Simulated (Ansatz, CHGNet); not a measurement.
For hcp Ru, the machine-learned potential CHGNet 0.3.0 (trained on PBE and PBE+U data) gives:

```
Item                  Result
-------------------  -------
lattice constant a   2.737 Å
lattice parameter c  4.303 Å
```

Question: What does r²SCAN+rVV10 in Ansatz (PAW) give for the same quantities?

Answer: 
- lattice constant a: 2.697 Å (drops by 1.5 %)
- lattice parameter c: 4.252 Å (shrinks by 1.2 %)

For comparison: lattice constant a 2.706 Å (measured, 293 K, no zero-point or thermal correction, our sources range from 2.700 to 2.706; as tabulated in Wikipedia's data pages); lattice parameter c 4.282 Å (measured, 293 K, no zero-point or thermal correction; as tabulated in Wikipedia's data pages).

Changes are worked out from the printed values.

Unless a cell is named, each level is at its own relaxed cell (CHGNet 0.3.0 13.96, r²SCAN+rVV10 13.39 Å³/atom).

Ansatz's density-functional and Hartree–Fock values are scalar-relativistic unless marked +SOC, with PAW data made under PBE.

Ansatz is an electronic-structure program.
